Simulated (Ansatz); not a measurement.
A calculation with Ansatz (development build ahead of 0.2.0).

```yaml
crystal:
  periodic: [false, false, false]
  atoms:
    - { symbol: S, position_ang: [-0.1887, 0.2977, -0.1169] }
    - { symbol: O, position_ang: [0.5728, -0.5138, -1.0532] }
    - { symbol: O, position_ang: [-0.1955, -0.0815, 1.2871] }
basis:
  gaussian: { orbitals: def2-SVP }
total_charge: 1
magnetization:
  spin_polarized: true
  initial_magnetization: 1
hamiltonian:
  xc: hf
output:
  forces: true
```

The input is written out in the form of the current development build from the run's settings.

The run gave:

```yaml
Converged: yes
Total_energy: -546.51270 hartree
Spin_squared_of_the_determinant: 1.153
Stability_test: minimum
```

Forces (eV/Å):
| atom | Fx | Fy | Fz |
| --- | --- | --- | --- |
| S1 | -2.727 | 4.302 | -1.690 |
| O2 | 1.918 | -2.463 | -0.844 |
| O3 | 0.809 | -1.839 | 2.533 |

Caution: the unrestricted determinant is spin contaminated.
